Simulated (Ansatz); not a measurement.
Geometry optimisation, RKS B3LYP-D4/6-31G* in Ansatz.

input.yaml

```yaml
crystal:
  periodic: [false, false, false]
  atoms:
    - { symbol: C, position_ang: [-0.5086, 0.365, -0.3765] }
    - { symbol: O, position_ang: [-0.5671, -0.7822, 0.3866] }
    - { symbol: Si, position_ang: [0.7711, -1.1811, 1.233] }
    - { symbol: H, position_ang: [-1.4643, 0.523, -0.8656] }
    - { symbol: H, position_ang: [0.1994, 0.354, -1.1994] }
    - { symbol: H, position_ang: [-0.3912, 1.3086, 0.2381] }
    - { symbol: H, position_ang: [2.0218, -0.6554, 0.5381] }
basis:
  gaussian: { orbitals: "6-31G*" }
hamiltonian:
  xc: b3lyp
  dispersion: d4
relax:
  f_tol: 0.02
  max_steps: 50
```

Command:

```bash
$ ansatz run input.yaml --threads 1 --pin off --max-ram 2048MiB --backend cpu --events-out ev --progress --plain --runs-dir out
```

Task: Where does it end, and by what steps?

Result: The forces met the threshold. After 8 steps the energy has fallen by 0.516 eV; O2 moved furthest, 0.49 Å.

```
step  energy less start (eV)  largest force component (eV/Å)  accepted
   0                  0.0000                           2.701       yes
   1                 -0.3839                           1.128       yes
   2                 -0.4483                           0.564       yes
   3                 -0.4787                           0.295       yes
   4                 -0.4943                           0.250       yes
   5                 -0.5132                           0.077       yes
   6                 -0.5157                           0.051       yes
   7                 -0.5162                           0.070       yes
   8                 -0.5164                           0.003       yes
```

```xyz
7
Properties=species:S:1:pos:R:3
C -0.515 0.489 -0.342
O -0.454 -0.447 0.727
Si 0.808 -1.396 1.238
H -1.300 0.181 -1.041
H 0.444 0.551 -0.873
H -0.774 1.474 0.061
H 1.851 -0.921 0.185
```

Time of the run: 15 s on 1 thread of Arm Neoverse V2, on a shared host, peak memory 0.12 GiB.
